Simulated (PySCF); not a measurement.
# Ionisation energy of P by level of theory

P [Ne] 3s2 3p3 (4S) → P+ [Ne] 3s2 3p2 (3P), as a difference of total energies. All numbers are calculated (PySCF 2.14, the spin-free X2C one-electron Hamiltonian (Gaussian nucleus), in dyall-av3z). Correlated levels: valence: [Ne] frozen; virtual orbitals above 40 to 60 times the deepest correlated orbital energy dropped. The calculations carry no spin-orbit coupling.

| method | ionisation energy (eV) |
| --- | --- |
| UHF | 9.897 |
| MP2 (valence) | 10.480 |
| SCS-MP2 (valence) | 10.302 |
| CCSD (valence) | 10.414 |
| CCSD(T) (valence) | 10.460 |

Problem. How much does correlation contribute at CCSD(T) (valence)?

Solution. 10.460 − (9.897) = 0.563 eV, measured against UHF.

Errors of the correlated levels include the incompleteness of this basis and the frozen core.

For comparison: 10.526 eV (measured; NIST levels, between the centres of gravity of the two terms).
